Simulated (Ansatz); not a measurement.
Tetradymite Bi2Se3, treated with r²SCAN-D4 (plane waves, PAW; Ansatz, a first-principles code).

**Question.** What does this level give for the interlayer binding energy, layer repeat distance and gap between the layers?

**Answer.** 
* **interlayer binding energy**: 15.4 meV/Å²
* **layer repeat distance**: 9.832 Å
* **gap between the layers**: 2.864 Å

Spin–orbit coupling is not included; it can shift volumes and moduli of such heavy elements.

The computed numbers hold no vibrational or temperature effects.
